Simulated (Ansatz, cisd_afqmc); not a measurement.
System: HO, charge -1, singlet. HO- (SMILES [OH-]).
NHTBH set geometry:
```xyz
2

O      0.0000     0.0000    -0.1069
H      0.0000     0.0000     0.8551
```
Charge -1, spin multiplicity 1.

Total energies in aug-cc-pVTZ, 8 correlated electrons, 1 frozen orbitals. UHF or UKS for unpaired electrons; spin-orbit terms are left out. Correlated methods leave the cores frozen. No relativity. AFQMC is phaseless with a CISD trial state; ± is one standard error, without the phaseless bias. Outlying blocks are dropped, and bars are widened where a walk drifts. Over all cases where full CI ran beside it in this data, AFQMC minus full CI had a median of +0.1 mEh and passed +0.4 mEh in a tenth of the cases.

```csv
method,program,energy (Eh),minus CCSDT(Q) (mEh)
HF,Ansatz,-75.41225,297.91
MP2,Ansatz,-75.70226,7.90
CCSD,Ansatz,-75.69703,13.13
CCSD(T),Ansatz,-75.70939,0.77
CCSDT(Q),Ansatz,-75.71016,0.00
AFQMC/CISD,cisd_afqmc,-75.7097 ± 0.0003,0.4 ± 0.3
```

Rough core times of Ansatz's runs on a shared machine: CCSD(T) under 20 s, CCSDT(Q) 40 s.

Ansatz is a first-principles code.
